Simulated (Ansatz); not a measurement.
# CH4F: the cost of one run

Computed with Ansatz 0.2.0 (the levels named in each step, unless a step's input says otherwise).

### Step 1. The structure to begin with

Bond lengths: F1–H3 0.933 Å, C2–H4 1.068 Å, C2–H5 1.067 Å, C2–H6 1.068 Å. Angles: H4–C2–H5 119.7°, H4–C2–H6 120.3°, H5–C2–H6 119.8°.

As a file:

```xyz
6

F     0.5407   -0.5091   -1.4067
C    -0.7261    0.7180    1.8281
H     0.7016   -1.1544   -0.7528
H    -1.2834   -0.1201    2.1851
H    -0.3619    1.4452    2.5195
H    -0.5945    0.8692    0.7794
```

### Step 2. A rough first relaxation, PBE-D4/def2-SVP

This run stands in another session on the same molecule. It ended at:

```xyz
6

F     0.6028   -0.6086   -0.8403
C    -0.6362    0.5290    1.4603
H     0.3514   -0.3828    0.0453
H    -1.1474   -0.3145    1.9465
H     0.1691    1.0555    1.9929
H    -1.0633    0.9701    0.5478
```

### Step 3. Relaxation, HF/STO-3G

File input.yaml:

```yaml
crystal:
  periodic: [false, false, false]
  atoms:
    - { symbol: F, position_ang: [0.60281812, -0.6085754, -0.84031298] }
    - { symbol: C, position_ang: [-0.63622002, 0.52903204, 1.46032366] }
    - { symbol: H, position_ang: [0.35140822, -0.38275364, 0.04533369] }
    - { symbol: H, position_ang: [-1.14743681, -0.31450601, 1.94653317] }
    - { symbol: H, position_ang: [0.16908437, 1.05546002, 1.99292802] }
    - { symbol: H, position_ang: [-1.06330388, 0.97014299, 0.54783444] }
magnetization:
  spin_polarized: true
  initial_magnetization: 1
basis:
  gaussian: { orbitals: STO-3G }
hamiltonian:
  xc: hf
relax:
  f_tol: 0.002
  max_steps: 150
```

Started as:

```bash
ansatz run input.yaml --threads 2 --pin off --max-ram 5120MiB --backend cpu --events-out ev --progress --plain --runs-dir out
```

**Question.** How long does this run take on 2 threads of Arm Neoverse N1, shared host, and how much memory does it need?

About 2.8 s, with a peak of 0.082 GiB.
